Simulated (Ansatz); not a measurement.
# Molecular dynamics of AlH$_{4}$NO

Input file:

```yaml
crystal:
  periodic: [false, false, false]
  atoms:
    - { symbol: Al, position_ang: [-0.917, 0.1017, 0.4478] }
    - { symbol: O, position_ang: [1.0894, -0.74, 0.5726] }
    - { symbol: "N", position_ang: [-0.2527, 0.7003, -1.0282] }
    - { symbol: H, position_ang: [0.7248, 0.0608, -0.3626] }
    - { symbol: H, position_ang: [-1.8748, -0.1864, 1.6077] }
    - { symbol: H, position_ang: [1.4168, -1.5574, 0.202] }
    - { symbol: H, position_ang: [-0.1866, 1.6211, -1.4393] }
magnetization:
  spin_polarized: true
basis:
  gaussian: { orbitals: def2-SVP }
hamiltonian:
  xc: pbe0
md:
  timestep: 0.5
  n_steps: 150
  ensemble: nve
  temperature: 300.0
  initial_velocities: maxwell_boltzmann
  seed: 255592
```

Launched with:

```bash
$ ansatz run input.yaml --threads 1 --pin off --max-ram 2048MiB --backend cpu --events-out ev --progress --plain --runs-dir out
```

It starts from a rough guess of a transition structure, not a stationary point.

Output, in part (one step line in 6, the closing report, with atoms numbered from 0):

```
md step     0: t =     0.00 fs  T =   300.0 K  F+E_penalty+E_count = -10186.19736750 eV  E_kin = 0.193890 eV  conserved = -10186.00347750 eV  (29 SCF iters)
md step     6: t =     3.00 fs  T =   538.1 K  F+E_penalty+E_count = -10186.34954027 eV  E_kin = 0.347794 eV  conserved = -10186.00174629 eV  (31 SCF iters)
md step    12: t =     6.00 fs  T =  1473.5 K  F+E_penalty+E_count = -10186.95556038 eV  E_kin = 0.952325 eV  conserved = -10186.00323513 eV  (32 SCF iters)
md step    18: t =     9.00 fs  T =  2138.5 K  F+E_penalty+E_count = -10187.38509612 eV  E_kin = 1.382133 eV  conserved = -10186.00296299 eV  (27 SCF iters)
md step    24: t =    12.00 fs  T =  2433.8 K  F+E_penalty+E_count = -10187.57666933 eV  E_kin = 1.572996 eV  conserved = -10186.00367383 eV  (30 SCF iters)
md step    30: t =    15.00 fs  T =  3014.1 K  F+E_penalty+E_count = -10187.95075971 eV  E_kin = 1.948042 eV  conserved = -10186.00271785 eV  (28 SCF iters)
md step    36: t =    18.00 fs  T =  3609.2 K  F+E_penalty+E_count = -10188.33663971 eV  E_kin = 2.332654 eV  conserved = -10186.00398547 eV  (26 SCF iters)
md step    42: t =    21.00 fs  T =  3358.5 K  F+E_penalty+E_count = -10188.17778314 eV  E_kin = 2.170620 eV  conserved = -10186.00716315 eV  (27 SCF iters)
md step    48: t =    24.00 fs  T =  2136.0 K  F+E_penalty+E_count = -10187.38058451 eV  E_kin = 1.380523 eV  conserved = -10186.00006178 eV  (27 SCF iters)
md step    54: t =    27.00 fs  T =  2775.3 K  F+E_penalty+E_count = -10187.79681068 eV  E_kin = 1.793657 eV  conserved = -10186.00315333 eV  (25 SCF iters)
md step    60: t =    30.00 fs  T =  4220.4 K  F+E_penalty+E_count = -10188.73616536 eV  E_kin = 2.727661 eV  conserved = -10186.00850400 eV  (26 SCF iters)
md step    66: t =    33.00 fs  T =  4166.8 K  F+E_penalty+E_count = -10188.69543635 eV  E_kin = 2.692973 eV  conserved = -10186.00246312 eV  (30 SCF iters)
md step    72: t =    36.00 fs  T =  3989.4 K  F+E_penalty+E_count = -10188.58503898 eV  E_kin = 2.578368 eV  conserved = -10186.00667098 eV  (30 SCF iters)
md step    78: t =    39.00 fs  T =  3660.6 K  F+E_penalty+E_count = -10188.37471041 eV  E_kin = 2.365846 eV  conserved = -10186.00886409 eV  (27 SCF iters)
md step    84: t =    42.00 fs  T =  2656.7 K  F+E_penalty+E_count = -10187.71871002 eV  E_kin = 1.717013 eV  conserved = -10186.00169697 eV  (32 SCF iters)
md step    90: t =    45.00 fs  T =  2478.2 K  F+E_penalty+E_count = -10187.60891598 eV  E_kin = 1.601686 eV  conserved = -10186.00723002 eV  (32 SCF iters)
md step    96: t =    48.00 fs  T =  2280.6 K  F+E_penalty+E_count = -10187.48112935 eV  E_kin = 1.473953 eV  conserved = -10186.00717604 eV  (28 SCF iters)
md step   102: t =    51.00 fs  T =  1944.4 K  F+E_penalty+E_count = -10187.25996539 eV  E_kin = 1.256648 eV  conserved = -10186.00331745 eV  (31 SCF iters)
md step   108: t =    54.00 fs  T =  1911.2 K  F+E_penalty+E_count = -10187.24148925 eV  E_kin = 1.235207 eV  conserved = -10186.00628266 eV  (33 SCF iters)
md step   114: t =    57.00 fs  T =  1578.6 K  F+E_penalty+E_count = -10187.02261744 eV  E_kin = 1.020274 eV  conserved = -10186.00234310 eV  (28 SCF iters)
md step   120: t =    60.00 fs  T =  2104.2 K  F+E_penalty+E_count = -10187.36498055 eV  E_kin = 1.359963 eV  conserved = -10186.00501757 eV  (28 SCF iters)
md step   126: t =    63.00 fs  T =  2385.1 K  F+E_penalty+E_count = -10187.54611273 eV  E_kin = 1.541488 eV  conserved = -10186.00462441 eV  (27 SCF iters)
md step   132: t =    66.00 fs  T =  2452.7 K  F+E_penalty+E_count = -10187.58846974 eV  E_kin = 1.585153 eV  conserved = -10186.00331626 eV  (27 SCF iters)
md step   138: t =    69.00 fs  T =  2373.5 K  F+E_penalty+E_count = -10187.53992492 eV  E_kin = 1.534009 eV  conserved = -10186.00591548 eV  (28 SCF iters)
md step   144: t =    72.00 fs  T =  1918.9 K  F+E_penalty+E_count = -10187.24245098 eV  E_kin = 1.240167 eV  conserved = -10186.00228400 eV  (28 SCF iters)
md step   150: t =    75.00 fs  T =  2324.1 K  F+E_penalty+E_count = -10187.50612035 eV  E_kin = 1.502094 eV  conserved = -10186.00402603 eV  (27 SCF iters)
Total energy: -10187.50614737 eV, -374.3839455763 hartree
Atom 0 at    -0.251876    -0.081151     0.187920 Å, force    -6.279120     5.057179    -4.148333 eV/Å
Atom 1 at     0.565367    -0.967432     1.142182 Å, force     3.190051    -3.020102     2.644348 eV/Å
Atom 2 at    -0.765485     1.146829    -1.192915 Å, force    -0.136662    -3.368668     3.618998 eV/Å
Atom 3 at    -0.468062     1.906994    -1.698047 Å, force     1.527857     2.083475    -1.865621 eV/Å
Atom 4 at    -1.748086    -0.021711     0.922210 Å, force     0.568070    -0.140191    -0.397956 eV/Å
Atom 5 at     1.389301    -1.172373     1.515984 Å, force     1.397637    -0.575245     0.595782 eV/Å
Atom 6 at    -1.453576     1.524548    -0.527592 Å, force    -0.267833    -0.036448    -0.447218 eV/Å
Dipole moment:     0.730179     0.076684    -0.012271 e Å
```

The run went to its last step. The conserved energy stayed within 0.87 meV per atom of its start (net change -0.078 meV per atom), so the integration is sound. The system heated up, since it started high on the potential surface and ran downhill. A run of 0.075 ps of so small a system gives no equilibrium averages. The orbitals stay closed-shell, which can raise the energy where a bond breaks towards radicals; this wasn't checked here.

The step under study would form O2–H4 and break Al1–O2, N3–H4. These pairs go: O2–H4 1.28 → 4.17 Å, Al1–O2 2.18 → 1.54 Å, N3–H4 1.34 → 0.96 Å. In the last frame they stand as before the step (other bonds may differ from the relaxed reactants and products). Also parted: Al1–H4 1.83 → 2.75 Å. It ends as one piece, AlH4NO. Pairs count as bonded within 1.25 times the sum of covalent radii (0.12 Å more for H–H).

Last frame:

```xyz
7
Properties=species:S:1:pos:R:3
Al -0.252 -0.081 0.188
O 0.565 -0.967 1.142
N -0.765 1.147 -1.193
H -0.468 1.907 -1.698
H -1.748 -0.022 0.922
H 1.389 -1.172 1.516
H -1.454 1.524 -0.528
```

Time of the run: 7.5 min on 1 thread of Intel(R) Xeon(R) Platinum 8488C (Sapphire Rapids) (shared host), peak memory 0.16 GiB.
